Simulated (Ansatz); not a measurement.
## HAl–BeH, doublet along the distance Al1-H3

Starting geometry (PBE0/def2-TZVP stationary point for this spin, not checked as a minimum):

```xyz
4

Al    0.0000   -0.0872    0.6125
Be    0.0000    0.1455   -1.6947
H     0.0000    0.9982    1.7921
H     0.0000    0.0360   -3.0350
```

From there H3 moves along the line of the two atoms named below, all else staying in place; atoms are numbered as listed. Energies are in kJ/mol, counted from the starting geometry at the same level.

Basis 6-31G; Ansatz 0.2.0. Correlated methods freeze the noble-gas cores. R marks a restricted (for open shells ROHF) determinant, U an unrestricted one. Active spaces: valence = (7e, 10o) chosen from the atoms' valence shells.

Unrestricted rows (U) aren't spin-pure: their determinants' ⟨S²⟩ exceeds S(S+1) by up to 0.63, so they mix in states of higher spin. Runs in a small pair space aren't shown, since their orbitals change along the scan. A value is left out where its run failed or describes another state than the reference as far as symmetry and spin tell, or, spin-broken singlets apart, can't be checked.

Full CI is exact within this basis and frozen core; it isn't the basis-set limit. The frozen core follows each run's orbitals, which can shift R against U totals by a few meV.

```json
{"distance Al1-H3 (Å)": "1.283", "full CI": "115.1", "unpaired electrons (full CI)": "1.03", "error RHF": "-7.5", "error UCCSD(T)": "-0.2", "error RCCSDT": "0.0", "error UCCSDT": "0.0", "error NEVPT2 (valence space)": "0.5", "error MRCISD (valence space)": "0.0"}
{"distance Al1-H3 (Å)": "1.458", "full CI": "23.2", "unpaired electrons (full CI)": "1.03", "error RHF": "-4.2", "error UCCSD(T)": "-0.1", "error RCCSDT": "0.0", "error UCCSDT": "0.0", "error NEVPT2 (valence space)": "0.3", "error MRCISD (valence space)": "0.0"}
{"distance Al1-H3 (Å)": "1.603", "full CI": "0.0", "unpaired electrons (full CI)": "1.04", "error RHF": "0.0", "error UCCSD(T)": "0.0", "error RCCSDT": "0.0", "error UCCSDT": "0.0", "error NEVPT2 (valence space)": "0.0", "error MRCISD (valence space)": "0.0"}
{"distance Al1-H3 (Å)": "1.804", "full CI": "8.6", "unpaired electrons (full CI)": "1.05", "error RHF": "7.9", "error UCCSD(T)": "0.2", "error RCCSDT": "0.0", "error UCCSDT": "0.0", "error NEVPT2 (valence space)": "-0.5", "error MRCISD (valence space)": "0.0"}
{"distance Al1-H3 (Å)": "2.000", "full CI": "38.3", "unpaired electrons (full CI)": "1.07", "error RHF": "17.7", "error UCCSD(T)": "0.5", "error RCCSDT": "0.1", "error UCCSDT": "0.1", "error NEVPT2 (valence space)": "-0.9", "error MRCISD (valence space)": "-0.1"}
{"distance Al1-H3 (Å)": "2.187", "full CI": "73.1", "unpaired electrons (full CI)": "1.10", "error RHF": "29.0", "error UCCSD(T)": "1.0", "error RCCSDT": "0.1", "error UCCSDT": "0.1", "error NEVPT2 (valence space)": "-1.2", "error MRCISD (valence space)": "-0.1"}
{"distance Al1-H3 (Å)": "2.596", "full CI": "144.8", "unpaired electrons (full CI)": "1.25", "error RHF": "60.8", "error UCCSD(T)": "3.2", "error RCCSDT": "0.3", "error UCCSDT": "0.5", "error NEVPT2 (valence space)": "-1.0", "error MRCISD (valence space)": "0.0"}
{"distance Al1-H3 (Å)": "2.965", "full CI": "190.4", "unpaired electrons (full CI)": "1.49", "error RHF": "–", "error UCCSD(T)": "4.4", "error RCCSDT": "–", "error UCCSDT": "0.7", "error NEVPT2 (valence space)": "-0.5", "error MRCISD (valence space)": "0.0"}
{"distance Al1-H3 (Å)": "3.549", "full CI": "220.3", "unpaired electrons (full CI)": "1.29", "error RHF": "7.2", "error UCCSD(T)": "1.2", "error RCCSDT": "0.4", "error UCCSDT": "0.4", "error NEVPT2 (valence space)": "0.6", "error MRCISD (valence space)": "0.9"}
{"distance Al1-H3 (Å)": "4.317", "full CI": "223.1", "unpaired electrons (full CI)": "1.12", "error RHF": "2.4", "error UCCSD(T)": "0.3", "error RCCSDT": "0.3", "error UCCSDT": "0.4", "error NEVPT2 (valence space)": "-1.0", "error MRCISD (valence space)": "-0.1"}
{"distance Al1-H3 (Å)": "5.353", "full CI": "223.1", "unpaired electrons (full CI)": "1.12", "error RHF": "2.1", "error UCCSD(T)": "0.3", "error RCCSDT": "0.3", "error UCCSDT": "0.4", "error NEVPT2 (valence space)": "-1.1", "error MRCISD (valence space)": "-0.2"}
```

Unpaired electrons are Σ n²(2−n)² over natural occupations. Errors are those of relative energies. In total energy the starting point itself misses full CI by: RHF 189.3, UCCSD(T) 1.8, RCCSDT 0.2, UCCSDT 0.2, NEVPT2 (valence space) 14.8, MRCISD (valence space) 1.1 kJ/mol.

Spread of the error over the points with a reference, to 5.353 Å (largest less smallest): RCCSDT 0.5 (10 of 11 points), UCCSDT 0.7, MRCISD (valence space) 1.1, NEVPT2 (valence space) 1.8, UCCSD(T) 4.6, RHF 68.4 (10 of 11 points) kJ/mol.

Going outwards, the relative energy of RHF first misses by more than 4.2 kJ/mol (1 kcal/mol) at 1.804 Å.
